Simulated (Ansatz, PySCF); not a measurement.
System: CS₂ (charge -1, doublet). 
Structure (B3LYP-D3(BJ)/def2-TZVP (Ansatz, a first-principles code) minimum search):
```xyz
3

S     -1.5518     0.1147     0.0561
C     -0.0060    -0.1956    -0.3818
S      1.5540    -0.0413     0.0871
```
Charge -1, spin multiplicity 2.

Total electronic energies in hartree. Cores are frozen in the correlated levels unless marked. Open shells are spin-unrestricted. No spin-orbit coupling. Non-relativistic. Basis-set limits of correlation are two-point, X^-3; Hartree-Fock from the larger set. The bracket is a focal-point correction in the basis named.

```csv
level,program,energy (Eh)
HF-D4/def2-TZVPD,PySCF + dftd4,-832.97993
BHLYP-D3(BJ)/def2-TZVPD,Ansatz + dftd3,-834.51814
TPSSh/def2-TZVPD,PySCF,…
PW6B95-D3(BJ)/def2-TZVPD,PySCF + dftd3,-835.24487
MP2/aug-cc-pV(T+d)Z,Ansatz,-833.47668
SCS-MP2/cc-pwCVTZ,Ansatz,-833.45199
CCSD/STO-3G,Ansatz,-823.65318
CCSD/6-31G*,Ansatz,-833.26664
"RI-MP2/CBS(aug-cc-pV(T+d)Z,aug-cc-pV(Q+d)Z)+[CCSD(T)-MP2]/aug-cc-pV(T+d)Z",Ansatz,-833.6040
```

Problem. Complete the blanks.

Solution. 
- TPSSh/def2-TZVPD, energy (Eh): -834.58496
